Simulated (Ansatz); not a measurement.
This Ansatz (an electronic-structure program) input (PBE/6-311++G(2d,2p)) gives -76.37593 Eh with 47 basis functions. A basis named .json is the Basis Set Exchange file of that set (core-valence sets with the plain set on hydrogen).

Ansatz 0.2 input:
```yaml
crystal:
  periodic: [false, false, false]
  atoms:
    - {symbol: O, position_ang: [2.23981900, 0.00002700, -0.08823100]}
    - {symbol: H, position_ang: [2.60088700, 0.76196300, 0.37705500]}
    - {symbol: H, position_ang: [2.60108700, -0.76172700, 0.37719400]}
basis:
  gaussian:
    orbitals: 6-311++G_2d_2p_.json
hamiltonian:
  xc: {name: PBE}
magnetization: {spin_polarized: false}
```

Change:
```diff
- orbitals: 6-311++G_2d_2p_.json
+ orbitals: cc-pV_Q+d_Z.json
```

What does the run give now?

-76.38322 Eh (PBE/cc-pV(Q+d)Z, 115 functions), a change of -7.29 mEh.
